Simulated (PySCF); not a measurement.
NaO⁻: energy against distance

Set-up: basis Na def2-SVPD, O def2-SVPD; no relativity; PySCF 2.14. Energies in eV from Na + O⁻ in their ground configurations at the same level. State: ³Π (triplet), unpaired electrons σ ↑, π ↑.

| R (Å) | PBE0 |
| --- | --- |
| 1.864 | -1.432 |
| 1.950 | -1.651 |
| 2.037 | -1.767 |
| 2.102 | -1.807 |
| 2.167 | -1.817 |
| 2.232 | -1.805 |
| 2.319 | -1.766 |
| 2.427 | -1.692 |
| 2.557 | -1.584 |
| 2.730 | -1.430 |

Problem. Put a parabola through the three lowest points of the PBE0 curve and estimate Re, k and ωe (reduced mass 9.432 u; 1 eV/Å² = 0.16022 mdyn/Å; ωe = 1302.8·√(k/μ) cm⁻¹).

Solution. Through R = 2.102, 2.167, 2.232 Å the second-order coefficient is 2.60 eV/Å², so Re ≈ 2.164 Å, k ≈ 0.834 mdyn/Å and ωe ≈ 387 cm⁻¹. A polynomial fit of higher order to the unrounded PBE0 energies gives Re = 2.162 Å, k = 0.842 mdyn/Å, ωe = 389 cm⁻¹; anharmonicity and rounding make the difference.

The higher-order fit for each curve: PBE0: Re = 2.162 Å, ωe = 389 cm⁻¹, De = 1.82 eV.

For an ion De counts to the pair picked by the measured ionisation energies or electron affinities, which need not be the lowest pair at this level. The highest Kohn–Sham level is positive in this anion. Much of that is self-interaction error, but it also means that the finite basis helps to hold the extra electron. The state is the lowest determinant that a PBE0 search found; another state may lie lower at other levels.
